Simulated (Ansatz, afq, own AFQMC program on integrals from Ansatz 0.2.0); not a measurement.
AFQMC on a folder of integrals that Ansatz 0.2.0 wrote.

```yaml
crystal:
  periodic: [false, false, false]
  atoms:
    - {symbol: Se, position_ang: [0.000000, 0.000000, 0.000000]}
    - {symbol: Li, position_ang: [0.000000, 0.000000, 2.560600]}
basis:
  gaussian: {orbitals: cc-pVDZ}
total_charge: 1
magnetization: {spin_polarized: true, initial_magnetization: 2}
correlation: {method: ccsd_t, electrons: outside_noble_gas, hamiltonian_folder: ham}
```

```sh
$ ansatz run in.yaml --threads 1 --pin off --events-out ev --progress --plain --max-ram 1843MiB
```

afq runs on the folder ham with

```
--method free --trial cid --walkers 100 --time-step 0.08 --max-blocks 60 --target-error 0.00058 --factor-cut 1e-05 --seed 1076 --times 0.0,0.16,0.4,0.8,1.2 --taylor-order 8
```

Times are imaginary, in 1/Eh. The walk had a cap of 215 s. Filled inner d shells are frozen with the cores.

Output of the walk:

```
orbitals 26  electrons 4 2  factors 180 of 459
reference energy -2407.06395371 Eh
CCSD correlation -0.08927045 Eh in 10 cycles, weight of the determinant in the CISD state 0.9476
repeat  energy at the last time / Eh  error
    10  -2407.154748  0.000093
    20  -2407.154753  0.000060
    30  -2407.154782  0.000048
time / (1/Eh)  energy / Eh  error  mean overlap
  0.00  -2407.153250  0.000023  1.0555
  0.16  -2407.153811  0.000034  1.0580
  0.40  -2407.154264  0.000044  1.0605
  0.80  -2407.154588  0.000047  1.0707
  1.20  -2407.154783  0.000046  1.0652
energy -2407.154783 +/- 0.000046 Eh
```

The run passed its tests (error under three times the target), which doesn't prove that it has relaxed.

Against this walk (error 1.3 meV) on the same determinant: CCSD(T) 8.6 meV higher, CCSDT(Q) 1.8 meV lower (within the noise), full CI 2.3 meV lower (within the noise). The error is statistical, and a free projection of finite length keeps a remainder of its start. The projection is still falling at its last time (meV from the last point: 41.7 ± 0.6 at 0.00, 26.5 ± 0.9 at 0.16, 14.1 ± 1.2 at 0.40, 5.3 ± 1.3 at 0.80, 0.0 ± 1.3 at 1.20), so its energy is a cut-off value, and the gaps above aren't errors of the other methods.

Cautions: remainder of the start not in the error; no relativity below Rb; no spin-orbit coupling; inner d shell frozen; the time-step error isn't removed.

The walk took 14 s on 1 thread of Intel(R) Xeon(R) 6975P-C (Granite Rapids), on a shared host. The log's last line is the free-projection energy.

CCSDT and higher add their correlation energy to the determinant of the CCSD(T) run, since their own runs factorise the integrals more tightly (a shift of under 2 meV). A walk keeps the symmetry of its determinant, which the program's search chose and which needn't be the lowest solution, so a lower state of the same spin and another symmetry isn't excluded.
